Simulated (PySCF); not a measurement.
Record of a relaxation.

Compound: H₂O.
Hydrogens: H2, H3 on O1.

Method: PBE0-D3(BJ)/def2-SVP geometry optimisation, gas phase (PySCF 2.14.0); density fitting, grid level 1; the optimiser is geomeTRIC in internal coordinates, started from a GFN2-xTB structure with every atom displaced at random (about 0.01 Å). The frame can shift and turn from step to step; on so coarse a grid that alone can change the energy by a few meV, and forces under 0.02 eV/Å are noise.

Step 0: E = -2075.5024 eV, largest atomic force 3.524 eV/Å
```
atom  x, y, z in Å  |  force x, y, z in eV/Å
O1      0.025    0.353    0.002   -2.812   2.123   0.036
H2     -0.774   -0.194   -0.013    0.608  -0.009   0.002
H3      0.756   -0.194   -0.008    2.204  -2.114  -0.038
```

Step 1: E = -2075.5905 eV, largest atomic force 0.313 eV/Å
```
atom  x, y, z in Å  |  force x, y, z in eV/Å
O1      0.006    0.381    0.002    0.026   0.312   0.009
H2     -0.757   -0.200   -0.013   -0.088  -0.164  -0.005
H3      0.758   -0.215   -0.008    0.062  -0.148  -0.004
```

Step 2: E = -2075.5917 eV, largest atomic force 0.030 eV/Å
```
atom  x, y, z in Å  |  force x, y, z in eV/Å
O1      0.006    0.387    0.003   -0.004   0.029   0.003
H2     -0.754   -0.203   -0.013   -0.013  -0.013  -0.001
H3      0.754   -0.218   -0.008    0.017  -0.017  -0.001
```

Step 3: E = -2075.5918 eV, largest atomic force under 0.02 eV/Å
```
atom  x, y, z in Å  |  force x, y, z in eV/Å
O1      0.006    0.387    0.003   -0.003   0.000   0.002
H2     -0.754   -0.204   -0.014    0.002   0.001  -0.001
H3      0.754   -0.218   -0.008    0.001  -0.001  -0.001
```

**Question.** Summarise the path.

**Answer.** The energy falls by 8.62 kJ/mol from step 0 to step 3; nine tenths of that is first reached at step 1. It falls at every step. The largest force goes from 3.524 to under 0.02 eV/Å. Among the bonds O1–H3 changes most, from 0.913 to 0.963 Å; the atoms move by 0.029 Å rms after alignment.

**Question.** Follow the energy, the force and the coordinates that change most from start to end.

**Answer.** 
```json
{"step": "0", "E above end (kJ/mol)": "8.62", "largest force (eV/Å)": "3.524", "O1–H3 (Å)": "0.913", "O1–H2 (Å)": "0.968", "H2–O1–H3 (°)": "108.8"}
{"step": "1", "E above end (kJ/mol)": "0.12", "largest force (eV/Å)": "0.313", "O1–H3 (Å)": "0.959", "O1–H2 (Å)": "0.959", "H2–O1–H3 (°)": "104.3"}
{"step": "2", "E above end (kJ/mol)": "0.00", "largest force (eV/Å)": "0.030", "O1–H3 (Å)": "0.962", "O1–H2 (Å)": "0.962", "H2–O1–H3 (°)": "103.2"}
{"step": "3", "E above end (kJ/mol)": "0.00", "largest force (eV/Å)": "under 0.02", "O1–H3 (Å)": "0.963", "O1–H2 (Å)": "0.963", "H2–O1–H3 (°)": "103.2"}
```

What follows is the cost of the whole optimisation. Time: 0.99 s of wall time; peak memory 0.23 GiB. Hardware: an Arm Neoverse V2 with one thread, on a shared host.
